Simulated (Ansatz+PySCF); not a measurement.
Results of a calculation; reference values are marked as such.
Several solutions for singlet N2

| atom | x (Å) | y (Å) | z (Å) |
| --- | --- | --- | --- |
| N | 0.0000 | 0.0000 | -1.0978 |
| N | 0.0000 | 0.0000 | 1.0978 |

Basis set: STO-3G (spherical functions). Charge 0, multiplicity 1.

PBE0 (unrestricted) was run from several starts with Ansatz (development build ahead of 0.2.0) and PySCF 2.14.0.

```csv
run,program,start,converged,energy (hartree),<S²>
A,Ansatz,"atomic start, no search",yes,-107.45269,0.00
B,Ansatz,stability test followed,yes,-107.69557,2.69
C,Ansatz,search for the lowest state,yes,-107.69557,2.69
D,PySCF,program defaults,yes,-107.45269,0.00
```

Problem. Which runs reached the lowest solution of this kind, and what is wrong with the others?

Solution. B, C reached the lowest solution found. Converged but too high: A by 6.61 eV, D by 6.61 eV. Convergence only shows a stationary point, and even a stable one can lie too high; stability tests and further starts are what find lower ones. Caution: the unrestricted determinant is a mixture of spin states.
